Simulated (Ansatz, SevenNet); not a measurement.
For rock-salt MgO, the machine-learned potential SevenNet-0 (trained on PBE and PBE+U data) gives:

* **equilibrium lattice constant a**: 4.255 Å
* **TO(Γ) frequency**: 326 cm⁻¹
* **elastic constant C11**: 223 GPa
* **elastic constant C44**: 103 GPa
* **Voigt–Reuss–Hill shear modulus**: 88.0 GPa

**Question.** What does HSE06 (Ansatz, a quantum-chemistry and plane-wave program, PAW) give for the same quantities?

**Answer.** 
- lattice constant a: 4.202 Å (shrinks by 1.2 %)
- zone-centre TO phonon frequency: 393 cm⁻¹ (goes up by 21 %)
- elastic constant C11: 306 GPa (increases by 37 %)
- elastic constant C44: 156 GPa (rises by 51 %)
- Voigt–Reuss–Hill shear modulus: 133 GPa (goes up by 51 %)

For comparison: lattice constant a 4.189 Å (measured, static lattice: zero-point anharmonic expansion removed; as tabulated in Mejia-Rodriguez and Trickey (2018), arXiv:1807.09216); zone-centre TO phonon frequency 396 cm⁻¹ (measured, temperature not stated, not corrected to a static lattice; as tabulated in He et al. (2014), arXiv:1309.4805); elastic constant C11 306 GPa (measured, temperature not stated, no zero-point or thermal correction, our sources range from 298 to 306; as tabulated in Råsander and Moram (2015), arXiv:1505.02379); elastic constant C44 157 GPa (measured, temperature not stated, no zero-point or thermal correction; as tabulated in Råsander and Moram (2015), arXiv:1505.02379).

Changes are worked out from the printed values.

Unless a cell is named, each level is at its own relaxed cell (SevenNet-0 9.63, HSE06 9.27 Å³/atom).

Ansatz's density-functional and Hartree–Fock values are scalar-relativistic unless marked +SOC, with PAW data made under PBE.
